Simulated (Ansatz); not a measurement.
## Worked example: vertical energy of the quartet above the doublet of C2H2F (SMILES C=[C]F)

C2H2F: 5 atoms, total charge 0, spin state doublet. As SMILES, `C=[C]F`. Geometry: relaxed at PBE0-D4/def2-TZVP.

Both states at this one shape; open shells run unrestricted unless said. 1 Eh = 27.2114 eV.

| level | program | doublet C2H2F (Eh) | quartet C2H2F (Eh) |
| --- | --- | --- | --- |
| U-r2SCAN/STO-3G | Ansatz | -174.674538 | -174.494067 |
| U-r2SCAN0/STO-3G | Ansatz | -174.662703 | -174.491554 |
| UPBE0/STO-3G | Ansatz | -174.569999 | -174.387533 |
| UCAM-B3LYP/STO-3G | Ansatz | -174.645411 | -174.462890 |

Q: Work out the vertical gap, second state less first, at each level.

A: 
1. U-r2SCAN/STO-3G: -174.494067 − (-174.674538) = 0.180471 Eh = 4.91 eV.
2. U-r2SCAN0/STO-3G: -174.491554 − (-174.662703) = 0.171149 Eh = 4.66 eV.
3. UPBE0/STO-3G: -174.387533 − (-174.569999) = 0.182466 Eh = 4.97 eV.
4. UCAM-B3LYP/STO-3G: -174.462890 − (-174.645411) = 0.182521 Eh = 4.97 eV.

No measured value is set beside it here; the levels span 4.66 to 4.97 eV. Minimal sets are far from the basis-set limit.
